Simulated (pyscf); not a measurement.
PySCF, gas phase, ωB97X-D3(BJ)/def2-SVP geometries.

SMILES: [F][Mo]([F])([F])([F])([F])[F]
```xyz
7

F     -2.0432    -0.9221     0.1066
Mo    -0.4469    -1.3075    -0.6669
F      1.1496    -1.6928    -1.4402
F     -0.2574     0.4339    -1.1451
F     -0.6371    -3.0490    -0.1891
F     -1.2878    -1.6474    -2.2393
F      0.3948    -0.9682     0.9051
```
Charge 0, spin multiplicity 1.

Problem. How much does it cost (ΔH, 298 K, ωB97M-D3(BJ)/def2-TZVP) to split `[F][Mo]([F])([F])([F])([F])[F]` at its F–Mo bond into F• + [F–Mo(F)(F)(F)–F]•?

Solution. F–Mo to F• + [F–Mo(F)(F)(F)–F]•: 3.46 eV. The 7 functionals that were run give +3.25 (M06-2X) to +4.46 eV (PBE). The radicals are drawn with the spin at the cut bond; how far it spreads was not checked. Left out: the spin-orbit lowering of F. Open-shell species with a d-block atom are single-reference here; other states, and whether the spin sits on metal or ligand, were not checked. Elements past Kr carry the def2 core potentials, without spin-orbit coupling.
